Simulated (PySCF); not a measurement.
# SiP⁺: one state, many levels of theory

State: ³Σ⁻ (triplet), unpaired electrons π ↑↑. Set-up: basis Si pcseg-1, P pcseg-1; no relativity; PySCF 2.14. De refers to Si⁺ + P in their high-spin ground configurations, without counterpoise correction. The functionals are run spin-unrestricted. A positive dipole points towards P; it is taken about the centre of mass and depends on that origin.

```tsv
Level	Re (Å)	ωe (cm⁻¹)	De (eV)	μ (D)	CPU s a point (SCF and correlation, without the integrals)
UHF	2.210	515	1.20	-2.67	0.046
UHF-MP2	2.213	524	2.01	n/a	0.069
UHF-SCS-MP2	2.221	507	1.94	n/a	n/a
UHF-CCSD	2.229	496	2.05	n/a	n/a
UHF-CCSD(T)	2.236	489	2.17	n/a	0.44
LDA	2.251	478	3.56	-1.60	0.23
PBE	2.267	468	3.09	-1.70	0.39
BLYP	2.288	448	2.98	-1.74	0.28
r²SCAN	2.238	491	2.86	-1.73	0.55
B3LYP	2.251	481	2.81	-1.88	0.43
PBE0	2.230	503	2.81	-1.87	0.57
ωB97X	2.200	530	2.68	-2.03	0.42
```

Problem. Which functional lies closest to UHF-CCSD(T) in De, which farthest, and by how much do they differ from it?

Solution. Closest is ωB97X (-3.6 pm in Re, +8.4 % in ωe, +0.51 eV in De against UHF-CCSD(T) in the same basis), farthest LDA (+1.5 pm in Re, -2.2 % in ωe, +1.39 eV in De). CCSD(T) converges more slowly with the basis than the functionals do and binds too weakly in this one, so the order can change at the basis-set limit.

Problem. What does the step from GGA to meta-GGA do here, going from PBE to r²SCAN?

Solution. r²SCAN less PBE: -2.9 pm in Re, +4.9 % in ωe, -0.23 eV in De. 

Problem. What does the three-parameter hybrid form, with a fifth of exact exchange, do here, going from BLYP to B3LYP?

Solution. B3LYP less BLYP: -3.7 pm in Re, +7.4 % in ωe, -0.17 eV in De. Exact exchange removes part of the self-interaction that spreads semilocal densities, and in most molecules shortens and stiffens the bond and lowers De; so it does here.

Correlated steps freeze 10 core orbitals. Correlated levels converge slowly with the basis: in double zeta they bind strong bonds too weakly, by up to about 1 eV, and carry superposition errors of some tenths. For an ion De counts to the pair picked by the measured ionisation energies or electron affinities, which need not be the lowest pair at this level. The state was picked by a PBE0 search and need not be the measured ground state.

The whole job (state search and all levels along the bond) took about 1.1 min on 1 thread of Arm Neoverse V2 (shared host), peak memory 0.43 GiB.
